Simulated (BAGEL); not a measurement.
# CH3FO2S (SMILES O=[SH](=O)CF) at 6 levels

Aim: a comparison of 6 runs (HF/STO-3G, HF/3-21G, B3LYP/6-31G*, B3LYP/def2-SVP, PBE0/def2-SVP, RI-MP2/def2-SVP) of CH3FO2S. 

Program for the calculation: BAGEL 1.2.2.

39 further runs of the same task are left out: 6 that didn't finish, 33 set aside as unsound or not needed.

## Step 1: Starting point

CH3FO2S: 8 atoms, total charge 0, spin state singlet. SMILES: `O=[SH](=O)CF`. The coordinates come from a GFN2-xTB relaxation. This is one conformer, not always the lowest.

Bond lengths: O1–S2 1.427 Å, S2–O3 1.429 Å, S2–C4 1.842 Å, C4–F5 1.355 Å, S2–H6 1.394 Å, C4–H7 1.090 Å, C4–H8 1.090 Å. Some angles: O1–S2–O3 119.6°, O1–S2–C4 110.3°, O3–S2–C4 109.7°, S2–C4–F5 104.0°, O1–S2–H6 107.6°, O3–S2–H6 108.1°, C4–S2–H6 99.7°, S2–C4–H7 110.8°, S2–C4–H8 109.8°, F5–C4–H7 109.3°.

## Step 2: A single-point energy at HF/STO-3G (density fitting with qzvpp-jkfit) (run 1)

Contents of input.json:

```json
{ "bagel": [

{
  "title": "molecule",
  "basis": "sto-3g",
  "df_basis": "qzvpp-jkfit",
  "angstrom": true,
  "geometry": [
    { "atom": "O", "xyz": [      -0.191440,      -0.779250,       1.778960 ] },
    { "atom": "S", "xyz": [       0.383340,       0.104860,       0.818060 ] },
    { "atom": "O", "xyz": [       1.803460,       0.241710,       0.746000 ] },
    { "atom": "C", "xyz": [      -0.291390,      -0.249290,      -0.858810 ] },
    { "atom": "F", "xyz": [      -1.349730,       0.588670,      -0.970610 ] },
    { "atom": "H", "xyz": [      -0.164370,       1.369290,       1.029430 ] },
    { "atom": "H", "xyz": [      -0.639710,      -1.280130,      -0.926400 ] },
    { "atom": "H", "xyz": [       0.449840,       0.004140,      -1.616630 ] }
  ]
},

{
  "title": "hf"
},

{
  "title": "print",
  "file": "orbitals.molden",
  "orbitals": true
}

]}
```

Started as:

```
$ BAGEL_NUM_THREADS=1 BAGEL input.json > input.out
```

The program printed:

```text
* using 1 threads per process

  ===============================================================
  ===============================================================

  *** Geometry ***

  { "atom" : "O", "xyz" : [     -0.361769,     -1.472569,      3.361747 ] },
  { "atom" : "S", "xyz" : [      0.724408,      0.198157,      1.545909 ] },
  { "atom" : "O", "xyz" : [      3.408045,      0.456766,      1.409736 ] },
  { "atom" : "C", "xyz" : [     -0.550647,     -0.471090,     -1.622916 ] },
  { "atom" : "F", "xyz" : [     -2.550620,      1.112425,     -1.834187 ] },
  { "atom" : "H", "xyz" : [     -0.310614,      2.587583,      1.945341 ] },
  { "atom" : "H", "xyz" : [     -1.208877,     -2.419095,     -1.750642 ] },
  { "atom" : "H", "xyz" : [      0.850074,      0.007823,     -3.054988 ] },

  Number of auxiliary basis functions:      488

  Since a DF basis is specified, we compute 2- and 3-index integrals:
    o Being stored without compression. Storage requirement is 0.004 GB

  Number of basis functions:       32
  Number of electrons      :       50

    * METHOD: MOLECULE                             0.30

  *** RHF ***

  === Nuclear Repulsion ===
   265.0770870964

      * DIIS with orbital gradients will be used.

  === RHF iteration (sto-3g) ===
      0       -677.26430831          0.02880452           0.03
      1       -677.52043389          0.01464089           0.03
      2       -677.59814023          0.00220779           0.03
      3       -677.60164750          0.00062950           0.03
      4       -677.60209653          0.00013996           0.04
      5       -677.60211367          0.00003672           0.04
      6       -677.60211443          0.00001053           0.04
      7       -677.60211450          0.00000342           0.04
      8       -677.60211451          0.00000132           0.04
      9       -677.60211451          0.00000045           0.04
     10       -677.60211451          0.00000017           0.03
     11       -677.60211451          0.00000005           0.03
     12       -677.60211451          0.00000002           0.03
     13       -677.60211451          0.00000001           0.03
    * SCF iteration converged.

    * Permanent dipole moment:
           (    0.580542,    -0.429843,     1.014573) a.u.

    * METHOD: HF                                   0.60

    * METHOD: PRINT                                0.00

  ===============================================================
```

Run time: 1.2 s. Hardware: 1 thread of Intel Xeon Platinum 8259CL at 2.50GHz (Skylake/Cascade Lake), shared host.

## Step 3: The energy at HF/3-21G (density fitting with qzvpp-jkfit) (run 2)

Contents of input.json:

```json
{ "bagel" : [

{
  "title" : "molecule",
  "basis" : "3-21g",
  "df_basis" : "qzvpp-jkfit",
  "angstrom" : true,
  "geometry" : [
    { "atom" : "O", "xyz" : [      -0.191440,      -0.779250,       1.778960 ] },
    { "atom" : "S", "xyz" : [       0.383340,       0.104860,       0.818060 ] },
    { "atom" : "O", "xyz" : [       1.803460,       0.241710,       0.746000 ] },
    { "atom" : "C", "xyz" : [      -0.291390,      -0.249290,      -0.858810 ] },
    { "atom" : "F", "xyz" : [      -1.349730,       0.588670,      -0.970610 ] },
    { "atom" : "H", "xyz" : [      -0.164370,       1.369290,       1.029430 ] },
    { "atom" : "H", "xyz" : [      -0.639710,      -1.280130,      -0.926400 ] },
    { "atom" : "H", "xyz" : [       0.449840,       0.004140,      -1.616630 ] }
  ]
},

{
  "title" : "hf",
  "charge" : 0
},

{
  "title" : "print",
  "file" : "orbitals.molden",
  "orbitals" : true
}

]}
```

Started as:

```
$ BAGEL_NUM_THREADS=1 BAGEL input.json > input.out
```

The program printed:

```text
* using 1 threads per process

  ===============================================================
  ===============================================================

  *** Geometry ***

  { "atom" : "O", "xyz" : [     -0.361769,     -1.472569,      3.361747 ] },
  { "atom" : "S", "xyz" : [      0.724408,      0.198157,      1.545909 ] },
  { "atom" : "O", "xyz" : [      3.408045,      0.456766,      1.409736 ] },
  { "atom" : "C", "xyz" : [     -0.550647,     -0.471090,     -1.622916 ] },
  { "atom" : "F", "xyz" : [     -2.550620,      1.112425,     -1.834187 ] },
  { "atom" : "H", "xyz" : [     -0.310614,      2.587583,      1.945341 ] },
  { "atom" : "H", "xyz" : [     -1.208877,     -2.419095,     -1.750642 ] },
  { "atom" : "H", "xyz" : [      0.850074,      0.007823,     -3.054988 ] },

  Number of auxiliary basis functions:      488

  Since a DF basis is specified, we compute 2- and 3-index integrals:
    o Being stored without compression. Storage requirement is 0.012 GB

  Number of basis functions:       55
  Number of electrons      :       50

    * METHOD: MOLECULE                             0.31

  *** RHF ***

  === Nuclear Repulsion ===
   265.0770870964

      * DIIS with orbital gradients will be used.

  === RHF iteration (3-21g) ===
      0       -682.10805883          0.03215099           0.05
      1       -682.29171854          0.02274785           0.05
      2       -682.42442312          0.00159710           0.05
      3       -682.42570870          0.00060424           0.05
      4       -682.42588327          0.00020676           0.05
      5       -682.42591706          0.00008597           0.05
      6       -682.42592101          0.00003830           0.05
      7       -682.42592186          0.00001098           0.06
      8       -682.42592189          0.00000413           0.05
      9       -682.42592190          0.00000123           0.05
     10       -682.42592190          0.00000052           0.05
     11       -682.42592190          0.00000018           0.07
     12       -682.42592190          0.00000007           0.08
     13       -682.42592190          0.00000003           0.07
     14       -682.42592190          0.00000001           0.06
     15       -682.42592190          0.00000000           0.06
    * SCF iteration converged.

    * Permanent dipole moment:
           (    0.590314,    -0.365613,     1.376161) a.u.

    * METHOD: HF                                   1.08

    * METHOD: PRINT                                0.01

  ===============================================================
```

Wall time 1.7 s (1 thread of Intel Xeon Platinum 8259CL at 2.50GHz (Skylake/Cascade Lake), shared host).

## Step 4: A single-point energy at B3LYP/6-31G(d) (density fitting with qzvpp-jkfit, spherical functions) (run 3)

Contents of job.json:

```json
{ "bagel": [

{
  "title": "molecule",
  "basis": "6-31gs.json",
  "df_basis": "qzvpp-jkfit",
  "angstrom": true,
  "geometry": [
    { "atom": "O", "xyz": [      -0.191440,      -0.779250,       1.778960 ] },
    { "atom": "S", "xyz": [       0.383340,       0.104860,       0.818060 ] },
    { "atom": "O", "xyz": [       1.803460,       0.241710,       0.746000 ] },
    { "atom": "C", "xyz": [      -0.291390,      -0.249290,      -0.858810 ] },
    { "atom": "F", "xyz": [      -1.349730,       0.588670,      -0.970610 ] },
    { "atom": "H", "xyz": [      -0.164370,       1.369290,       1.029430 ] },
    { "atom": "H", "xyz": [      -0.639710,      -1.280130,      -0.926400 ] },
    { "atom": "H", "xyz": [       0.449840,       0.004140,      -1.616630 ] }
  ]
},

{
  "title": "ks",
  "xc_func": "b3lyp"
},

{
  "title": "print",
  "file": "orbitals.molden",
  "orbitals": true
}

]}
```

The basis set 6-31G* is read from a file made from the Basis Set Exchange's data (not shown).

Started as:

```
$ BAGEL_NUM_THREADS=1 BAGEL job.json > job.out
```

The program printed:

```text
* using 1 threads per process

  ===============================================================
  ===============================================================

  *** Geometry ***

  { "atom" : "O", "xyz" : [     -0.361769,     -1.472569,      3.361747 ] },
  { "atom" : "S", "xyz" : [      0.724408,      0.198157,      1.545909 ] },
  { "atom" : "O", "xyz" : [      3.408045,      0.456766,      1.409736 ] },
  { "atom" : "C", "xyz" : [     -0.550647,     -0.471090,     -1.622916 ] },
  { "atom" : "F", "xyz" : [     -2.550620,      1.112425,     -1.834187 ] },
  { "atom" : "H", "xyz" : [     -0.310614,      2.587583,      1.945341 ] },
  { "atom" : "H", "xyz" : [     -1.208877,     -2.419095,     -1.750642 ] },
  { "atom" : "H", "xyz" : [      0.850074,      0.007823,     -3.054988 ] },

  Number of auxiliary basis functions:      488

  Since a DF basis is specified, we compute 2- and 3-index integrals:
    o Being stored without compression. Storage requirement is 0.025 GB

  Number of basis functions:       80
  Number of electrons      :       50

    * METHOD: MOLECULE                             0.39

  *** Kohn-Sham DFT ***

    * Removing 15584 points whose weight is below 1.00e-10
    * Grid points: 103664

  === Nuclear Repulsion ===
   265.0770870964

       - DIIS with orbital gradients will be used.

  === KS iteration (b3lyp / 6-31gs.json) ===
      0       -632.62785025          0.14643690           0.53
      1       -534.50091657          0.24164370           0.53
      2       -575.12839091          0.15425691           0.46
      3       -622.27610657          0.21816779           0.49
      4       -654.14869018          0.13740165           0.48
      5       -674.84304019          0.12843757           0.61
[... 19 lines of this table left out ...]
     25       -688.26728087          0.00000001           0.46
     26       -688.26728087          0.00000000           0.47
    * SCF iteration converged.

    * Permanent dipole moment:
           (    0.475695,    -0.258964,     1.082764) a.u.

    * METHOD: KS                                  13.90

    * METHOD: PRINT                                0.01

  ===============================================================
```

Run time: 15 s. Hardware: 1 thread of Intel Xeon Platinum 8259CL at 2.50GHz (Skylake/Cascade Lake), shared host; peak memory 0.41 GiB.

Runs 4 to 5 aren't shown in full; the table further down has their settings and results.

## Step 5: The energy at RI-MP2/def2-SVP (density fitting with qzvpp-jkfit) (run 6)

Contents of input.json:

```json
{ "bagel": [

{
  "title": "molecule",
  "basis": "svp",
  "df_basis": "qzvpp-jkfit",
  "angstrom": "true",
  "geometry": [
    { "atom": "O", "xyz": [   -0.191440,   -0.779250,    1.778960 ] },
    { "atom": "S", "xyz": [    0.383340,    0.104860,    0.818060 ] },
    { "atom": "O", "xyz": [    1.803460,    0.241710,    0.746000 ] },
    { "atom": "C", "xyz": [   -0.291390,   -0.249290,   -0.858810 ] },
    { "atom": "F", "xyz": [   -1.349730,    0.588670,   -0.970610 ] },
    { "atom": "H", "xyz": [   -0.164370,    1.369290,    1.029430 ] },
    { "atom": "H", "xyz": [   -0.639710,   -1.280130,   -0.926400 ] },
    { "atom": "H", "xyz": [    0.449840,    0.004140,   -1.616630 ] }
  ]
},
{
  "title": "hf"
},
{
  "title": "mp2",
  "ncore": 9
}

]}
```

Started as:

```
$ BAGEL_NUM_THREADS=1 BAGEL input.json > input.out
```

The program printed:

```text
* using 1 threads per process

  ===============================================================
  ===============================================================

  *** Geometry ***

  { "atom" : "O", "xyz" : [     -0.361769,     -1.472569,      3.361747 ] },
  { "atom" : "S", "xyz" : [      0.724408,      0.198157,      1.545909 ] },
  { "atom" : "O", "xyz" : [      3.408045,      0.456766,      1.409736 ] },
  { "atom" : "C", "xyz" : [     -0.550647,     -0.471090,     -1.622916 ] },
  { "atom" : "F", "xyz" : [     -2.550620,      1.112425,     -1.834187 ] },
  { "atom" : "H", "xyz" : [     -0.310614,      2.587583,      1.945341 ] },
  { "atom" : "H", "xyz" : [     -1.208877,     -2.419095,     -1.750642 ] },
  { "atom" : "H", "xyz" : [      0.850074,      0.007823,     -3.054988 ] },

  Number of auxiliary basis functions:      488

  Since a DF basis is specified, we compute 2- and 3-index integrals:
    o Being stored without compression. Storage requirement is 0.031 GB

  Number of basis functions:       89
  Number of electrons      :       50

    * METHOD: MOLECULE                             0.51

  *** RHF ***

  === Nuclear Repulsion ===
   265.0770870964

      * DIIS with orbital gradients will be used.

  === RHF iteration (svp) ===
      0       -685.45990217          0.02371466           0.17
      1       -685.63010787          0.01827971           0.14
      2       -685.81325215          0.00144901           0.13
      3       -685.81489332          0.00046418           0.14
      4       -685.81504363          0.00009516           0.09
      5       -685.81505250          0.00003695           0.09
      6       -685.81505366          0.00001327           0.14
      7       -685.81505391          0.00000497           0.14
      8       -685.81505393          0.00000262           0.10
      9       -685.81505394          0.00000066           0.11
     10       -685.81505394          0.00000028           0.09
     11       -685.81505394          0.00000010           0.09
     12       -685.81505394          0.00000004           0.09
     13       -685.81505394          0.00000002           0.09
     14       -685.81505394          0.00000001           0.09
    * SCF iteration converged.

    * Permanent dipole moment:
           (    0.530855,    -0.333666,     1.251112) a.u.

    * METHOD: HF                                   2.04

  *** RHF ***

  === Nuclear Repulsion ===
   265.0770870964

      * DIIS with orbital gradients will be used.

  === RHF iteration (svp) ===
      0       -685.81505394          0.00000001           0.13
    * SCF iteration converged.

    * Permanent dipole moment:
           (    0.530855,    -0.333666,     1.251111) a.u.

  === DF-MP2 calculation ===

    * freezing 9 orbitals
    * 3-index integral transformation done
    * assembly done

      MP2 correlation energy:   -0.8323089800      0.10

      MP2 total energy:       -686.6473629207

    * METHOD: MP2                                  0.39

  ===============================================================
```

It took 3.3 s on 1 thread of Intel Xeon Platinum 8259CL at 2.50GHz (Skylake/Cascade Lake), shared host; peak memory 0.12 GiB.

## Step 6: All runs side by side

```
run                                                                 level  frozen core orbitals  energy (Eh)  dipole moment (D)  HOMO energy (eV)  LUMO energy (eV)  wall time
  1                          HF/STO-3G (density fitting with qzvpp-jkfit)                     –  -677.602115               3.17             -7.80              9.03      1.2 s
  2                           HF/3-21G (density fitting with qzvpp-jkfit)                     –  -682.425922               3.92            -12.12              3.92      1.7 s
  3  B3LYP/6-31G* (density fitting with qzvpp-jkfit, spherical functions)                     –  -688.267281               3.08             -8.53              0.12       15 s
  4                     B3LYP/def2-SVP (density fitting with qzvpp-jkfit)                     –  -687.937319               2.99             -8.48             -0.19       14 s
  5                      PBE0/def2-SVP (density fitting with qzvpp-jkfit)                     –  -687.494005               3.03             -8.78              0.06       15 s
  6                    RI-MP2/def2-SVP (density fitting with qzvpp-jkfit)                     9  -686.647363                  –                 –                 –      3.3 s
```

## Step 7: What came out

| quantity | value |
| --- | --- |
| run 6: total energy | -686.64736 Eh |
| run 6: correlation energy (9 core orbitals frozen) | -832.3 mEh |

Over runs 1, 2, 3, 4, 5 the dipole moment (its size) runs from 2.99 D (B3LYP/def2-SVP) to 3.92 D (HF/3-21G). The two ends differ in method and basis. Over runs 1, 2, 3, 4, 5 the HOMO–LUMO gap runs from 8.29 eV (B3LYP/def2-SVP) to 16.82 eV (HF/STO-3G). Totals of different functionals can't be ranked against each other. In run 1 the basis is minimal, so the values are rough. All runs together took 49 s, the longest 15 s.
